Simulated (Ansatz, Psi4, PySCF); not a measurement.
Molecule: C2Cl4, charge 0, multiplicity 1. SMILES: ClC(Cl)=C(Cl)Cl
Coordinates optimised at B3LYP-D3(BJ)/def2-TZVP (Ansatz, a first-principles code):
```xyz
6

C     -0.0004    -0.0005     0.6696
C      0.0004     0.0005    -0.6696
Cl     0.0045     1.4501     1.5909
Cl    -0.0065    -1.4527     1.5885
Cl    -0.0045    -1.4501    -1.5909
Cl     0.0065     1.4527    -1.5885
```
Charge 0, spin multiplicity 1.

Property: atomisation energy, in kcal/mol. Set-up: atomisation electronic, to ground-state atoms; 6-311+G** with 5d, 6d on Na to Ar in Ansatz; spin-orbit terms left out; LANL2DZ with its own core potentials from Na on; frozen cores in correlated levels; six Cartesian d functions in 6-31G* and its kin unless marked 5d; non-relativistic; no dispersion term unless named; open shells spin-unrestricted. First-principles rows: single points at B3LYP-D3(BJ) geometries (Ansatz). The Hartree-Fock reference of ClC(Cl)=C(Cl)Cl is unstable towards a lower, spin-broken solution.

| level | program | atomisation energy (kcal/mol) |
|---|---|---|
| HF/6-31G* | Ansatz | 282.2 |
| HF/6-311+G** | Ansatz | 281.0 |
| PBE/3-21G | Ansatz | 444.1 |
| BLYP/6-31G* | Ansatz | 452.1 |
| B3LYP/LANL2DZ | Ansatz | 374.4 |
| B3LYP/6-31G* | Ansatz | 446.4 |
| PBE0/6-31G* | Ansatz | 472.3 |
| M06-2X/6-31G* (5d) | PySCF | 467.0 |
| M06-2X/6-311+G** | PySCF | 460.8 |
| wB97X-D/6-311+G** | Psi4 | 455.5 |
| MP2/STO-3G | Ansatz | 392.0 |
| MP2/3-21G | Ansatz | 339.0 |
| MP2/6-311+G** | Ansatz | 454.3 |
| wB97X-V/def2-TZVPD | Ansatz | 471.4 |

No value to compare with is used here. The 13 habitual levels span 281.0 (HF/6-311+G**) to 472.3 kcal/mol (PBE0/6-31G*); wB97X-V/def2-TZVPD gives 471.4.

The levels are drawn from those run, B3LYP/6-31G* more often than the rest, none by its result; runs whose electronic state is in doubt are left out.
